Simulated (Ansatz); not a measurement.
# CH4OS (SMILES OCS): single points off equilibrium

One table from this session's results is given with a row withheld; the runs are named, their logs left out.

The runs use Ansatz 0.2.0, Gaussian basis; single points in def2-TZVPP.

Correlated methods freeze the cores.

**Starting geometry**

SMILES `OCS`, 7 atoms, charge 0, spin multiplicity 1.

Atoms are counted from 1 here; the program's logs count them from 0.

Bond lengths: O1–C2 1.519 Å, O1–H4 0.996 Å, C2–S3 1.891 Å, C2–H5 1.218 Å, C2–H6 1.105 Å, S3–H7 1.470 Å. Angles: C2–O1–H4 103.1°, O1–C2–S3 118.1°, O1–C2–H5 114.9°, O1–C2–H6 103.2°, S3–C2–H5 100.6°, S3–C2–H6 106.4°, H5–C2–H6 113.8°, C2–S3–H7 92.7°.

As a file:

| atom | x (Å) | y (Å) | z (Å) |
| --- | --- | --- | --- |
| O1 | -1.29150 | -0.52270 | -0.07640 |
| C2 | -0.13130 | 0.45780 | -0.04330 |
| S3 | 1.62390 | -0.24280 | 0.00660 |
| H4 | -1.16850 | -0.98970 | -0.94790 |
| H5 | -0.05280 | 1.19270 | -1.01150 |
| H6 | -0.28030 | 0.99360 | 0.91210 |
| H7 | 1.36220 | -0.99850 | 1.24030 |

Set-up of the first run:

Contents of run/in.yaml:

```yaml
crystal:
  periodic: [false, false, false]
  atoms:
    - {symbol: O, position_ang: [-1.291500, -0.522700, -0.076400]}
    - {symbol: C, position_ang: [-0.131300, 0.457800, -0.043300]}
    - {symbol: S, position_ang: [1.623900, -0.242800, 0.006600]}
    - {symbol: H, position_ang: [-1.168500, -0.989700, -0.947900]}
    - {symbol: H, position_ang: [-0.052800, 1.192700, -1.011500]}
    - {symbol: H, position_ang: [-0.280300, 0.993600, 0.912100]}
    - {symbol: H, position_ang: [1.362200, -0.998500, 1.240300]}
basis:
  gaussian: {orbitals: def2-TZVPP}
correlation: {method: ccsd_t}
output: {forces: true}
```

The command line of these runs was not kept.

Steps of the session up to this table: CCSD(T)/def2-TZVPP; PBE0-D4/def2-TZVPP; wB97M-V/def2-TZVPP; r2SCAN-D4/def2-TZVPP; PBE-D4/def2-TZVPP; BHLYP-D4/def2-TZVPP; HSE06-D4/def2-TZVPP.

One of the session's tables, all rows but one given; the rest of the session is left out.

| method | RMS force component (eV/Å) | angle to CCSD(T) forces (°) | dipole (D) |
| --- | --- | --- | --- |
| CCSD(T) | 1.390 | reference | 0.64 |
| PBE0-D4 | ? | ? | ? |
| wB97M-V | 1.453 | 2.5 | 0.66 |
| r2SCAN-D4 | 1.364 | 1.4 | 0.60 |
| PBE-D4 | 1.211 | 5.8 | 0.59 |
| BHLYP-D4 | 1.654 | 5.8 | 0.69 |
| HSE06-D4 | 1.454 | 4.4 | 0.62 |

Estimate the missing values for PBE0-D4.

The run gave: RMS force component (eV/Å): 1.458; angle to CCSD(T) forces (°): 4.4; dipole (D): 0.62. In the column «RMS force component (eV/Å)» it lies between HSE06-D4 (1.454) and BHLYP-D4 (1.654).
